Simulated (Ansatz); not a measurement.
**Rh (model structure, started from the beta-Sn type, I4₁/amd, No. 141, 2 atoms in the cell): properties by level of theory**

| level (code) | equilibrium lattice constant a (Å) | lattice parameter c (Å) |
|---|---|---|
| PBE (Ansatz) | 4.791 | 2.723 |
| PBEsol (Ansatz) | 4.727 | 2.682 |
| PBE-D3(BJ) (Ansatz) | 4.750 | 2.691 |
| r²SCAN (Ansatz) | 4.749 | (withheld) |

Question: Fill in the missing entries.

Answer: 
- r²SCAN (Ansatz, an electronic-structure program), lattice parameter c (Å): 2.705

Ansatz's density-functional and Hartree–Fock values are scalar-relativistic unless marked +SOC, with PAW data made under PBE.

The crystal itself was run without spin with PBE, PBEsol, PBE-D3(BJ), r²SCAN; a magnetic state was not tried in these runs.

A model structure was made by putting elements into a prototype or built by hand; it is no filed structure, need not be a known phase, and can be a saddle point held by its symmetry.
